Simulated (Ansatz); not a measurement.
Input (CCSDT(Q)/cc-pV(D+d)Z; Ansatz, a program for electronic structure): A basis named .json is the Basis Set Exchange file of that set.

Ansatz 0.2 input:
```yaml
crystal:
  periodic: [false, false, false]
  atoms:
    - {symbol: C, position_ang: [-0.08418987, 1.42741834, -0.51191986]}
    - {symbol: S, position_ang: [0.17718637, -0.00065284, 0.57178962]}
    - {symbol: C, position_ang: [-0.09971911, -1.42697406, -0.51036667]}
    - {symbol: H, position_ang: [-0.09015291, 2.31038628, 0.12496582]}
    - {symbol: H, position_ang: [0.77169739, 1.46446614, -1.18355940]}
    - {symbol: H, position_ang: [-1.01598597, 1.32490158, -1.06155473]}
    - {symbol: H, position_ang: [-0.11528527, -2.30913124, 0.12747948]}
    - {symbol: H, position_ang: [-1.03034786, -1.31492304, -1.06011830]}
    - {symbol: H, position_ang: [0.75571041, -1.47406313, -1.18196043]}
    - {symbol: H, position_ang: [-1.00716386, 0.00614320, 1.21983281]}
basis:
  gaussian:
    orbitals: cc-pV_D+d_Z.json
total_charge: 1
magnetization: {spin_polarized: false}
correlation: {method: ccsdt_q, electrons: outside_noble_gas}
```

Output:

```
Functional definition: HF
integrals: 0.12 GiB planned
1673 factors; integrals over basis functions are off by at most 1.7e-7 eV
mean field: 0.34 GiB planned
mean field evaluation 1: about -12979.6200 eV, gradient 3.1e1 eV
mean field evaluation 2: about -12979.7107 eV, gradient 3.1e1 eV
mean field evaluation 4: about -12982.3045 eV, gradient 2.7e0 eV
mean field evaluation 8: about -12982.3354 eV, gradient 1.1e-1 eV
mean field evaluation 16: about -12982.2496 eV, gradient 4.1e-1 eV
mean field -12982.33547698 eV, -477.0920290359 hartree, gradient 4.4e-6 eV, S^2 0.000000; 0 other end points of the search recorded, 0 dependent functions left out
7 core orbitals not correlated
reference -12982.33547698 eV, -477.0920290359 hartree; 10, 10 occupied and 69, 69 virtual orbitals, 1673 factors
second order -11.62368734 eV of doubles, -0.00000000 eV of singles
coupled cluster: 2.89 GiB planned
cycle   1  -12.62353741 eV  change    -1.0e0 eV  update   8.7e-2
cycle   2  -13.30699167 eV  change   -6.8e-1 eV  update   3.4e-2
cycle   3  -13.46056894 eV  change   -1.5e-1 eV  update   1.3e-2
cycle   4  -13.44442260 eV  change    1.6e-2 eV  update   3.6e-3
cycle   5  -13.44456421 eV  change   -1.4e-4 eV  update   1.7e-3
cycle   6  -13.44560190 eV  change   -1.0e-3 eV  update   5.3e-4
cycle   7  -13.44541094 eV  change    1.9e-4 eV  update   2.3e-4
cycle   8  -13.44536902 eV  change    4.2e-5 eV  update   7.7e-5
cycle   9  -13.44541645 eV  change   -4.7e-5 eV  update   3.0e-5
cycle  10  -13.44540606 eV  change    1.0e-5 eV  update   8.7e-6
cycle  11  -13.44539447 eV  change    1.2e-5 eV  update   3.4e-6
cycle  12  -13.44539659 eV  change   -2.1e-6 eV  update   1.3e-6
cycle  13  -13.44539715 eV  change   -5.6e-7 eV  update   4.3e-7
perturbative correction -0.02146149 eV, -0.0007886952 hartree
Total energy: -12995.80233562 eV, -477.5869269627 hartree
```
